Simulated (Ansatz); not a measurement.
Reaction: C2H3B (SMILES BC#C) → BH2 (SMILES [BH2], doublet) + C2H (SMILES [C]#C, doublet) (the B-C bond breaks)
Each species at its own B3LYP-D3(BJ)/def2-TZVP minimum (Ansatz, a program for electronic structure).

Property: bond dissociation energy (electronic), in kJ/mol. UHF or UKS for unpaired electrons; spin-orbit terms are left out. CBS(X,Y): correlation extrapolated as X^-3, Hartree-Fock from the larger set (Q,5: extrapolated as (X+1)exp(-9√X)). A bracket is a step between two methods taken in the basis named. The functionals are non-relativistic, so their misses hold any scalar relativity. '+ core + X2C': CCSD(T) terms for core correlation (cc-pwCVTZ) and scalar relativity (cc-pVTZ-DK). The UHF reference of C2H ([C]#C, doublet) is spin-contaminated (<S^2> up to 0.36 over the pure value in the sets run).

CCSD(T)/CBS(cc-pVQZ,cc-pV5Z) + [CCSDT(Q) - CCSD(T)]/cc-pVTZ + core + X2C (Ansatz) gives 630.8 kJ/mol.

What does PBE/def2-TZVPD (Ansatz) give here, and how do the other levels compare?

PBE gives 640.5 kJ/mol, 9.7 kJ/mol above it. Differences of the others: r2SCAN/def2-TZVPD (Ansatz) -11.9; B3LYP/def2-TZVPD (Ansatz) 1.0; PBE0/def2-TZVPD (Ansatz) 2.5; wB97M-V/def2-TZVPD (Ansatz) 21.3; CCSD(T)/CBS(cc-pVQZ,cc-pV5Z) + core + X2C (Ansatz) 3.0 kJ/mol.
